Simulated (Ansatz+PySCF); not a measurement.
Two shapes of singlet C2H4O2.

Shape 1:

```xyz
8

C     0.0000   -0.9285   -0.0654
O     0.0000   -0.9156    1.1316
O     0.0000    0.1455   -0.8496
C     0.0000    1.3995   -0.1837
H     0.0000   -1.8418   -0.6966
H     0.0000    2.1653   -0.9678
H    -0.8920    1.5055    0.4514
H     0.8920    1.5055    0.4514
```

Shape 2:

```xyz
8

C     0.0386   -0.9284   -0.0971
O    -0.0218   -0.9591    1.1428
O    -0.0423    0.1483   -0.8761
C    -0.0381    1.3770   -0.1604
H     0.0206   -1.8700   -0.7323
H     0.0463    2.1684   -0.9492
H    -0.8881    1.5510    0.4717
H     0.8953    1.5548    0.4591
```

Basis set: def2-SVP (spherical functions). Correlated methods keep 4 orbitals frozen. Charge 0, multiplicity 1.

Computed with Ansatz (development build ahead of 0.2.0); each method stands on the lowest determinant of its kind that the runs found.

Question: Which shape is lower in energy, and by how much in each method?

Answer:

```csv
method,E(2) − E(1) (eV)
RHF-CCSD,0.232
PBE0 (restricted),0.241
r²SCAN (restricted),0.214
ωB97X (restricted),0.247
ωB97X (unrestricted),0.247
```

Shape 1 is lower.
